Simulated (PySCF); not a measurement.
**Energy of C (carbon, neutral) between two integer charges**

The 2p alpha orbital of [He] 2s2 2p2 is emptied in steps (occupation f), with all orbitals relaxed, ending at [He] 2s2 2p1. Calculation: PySCF 2.14, in aug-cc-pVTZ-DK; scalar relativity by spin-free X2C-1e. The exact energy is a straight line in f; departures are measured from the line between the end points of the same method.

```csv
f,UHF (eV),LDA (eV),PBE (eV),PBE0 (eV),r2SCAN (eV),LC-wPBE (eV),BHandHLYP (eV),wB97X (eV),B3LYP (eV),BLYP (eV)
1,0.000,0.000,0.000,0.000,0.000,0.000,0.000,0.000,0.000,0.000
0.75,0.203,-1.062,-1.035,-0.731,-0.960,-0.190,-0.431,-0.242,-0.797,-1.039
0.5,0.257,-1.437,-1.395,-0.980,-1.278,-0.254,-0.578,-0.322,-1.071,-1.400
0.25,0.184,-1.090,-1.052,-0.736,-0.947,-0.188,-0.434,-0.235,-0.805,-1.055
0,0.000,0.000,0.000,0.000,0.000,0.000,0.000,0.000,0.000,0.000
```

Task: For wB97X, how does the orbital energy at f = 1 compare with the removal energy?

Result: −ε = 10.109 eV against a total-energy difference of 11.386 eV. By Janak's theorem ε = ∂E/∂f, so the gap between them reflects the curvature. Along the path −ε is 10.734 (f = 0.75), 11.403 (f = 0.5), 12.055 (f = 0.25) eV.

```
   method  E(f=0) − E(f=1) (eV)  −ε at f=1 (eV)  −ε at f=0.5 (eV)
      UHF                10.794          11.936            10.745
      LDA                11.686           6.125            11.609
      PBE                11.537           6.095            11.491
     PBE0                11.510           7.648            11.495
   r2SCAN                11.668           6.572            11.699
  LC-wPBE                11.674          10.677            11.677
BHandHLYP                11.344           9.070            11.334
    wB97X                11.386          10.109            11.403
    B3LYP                11.536           7.327            11.514
     BLYP                11.396           5.932            11.354
```

Reference removal energy between the ground levels: 11.260 eV (measured; NIST Atomic Spectra Database, ionization energies). The calculation has no spin-orbit coupling. UHF lacks correlation.
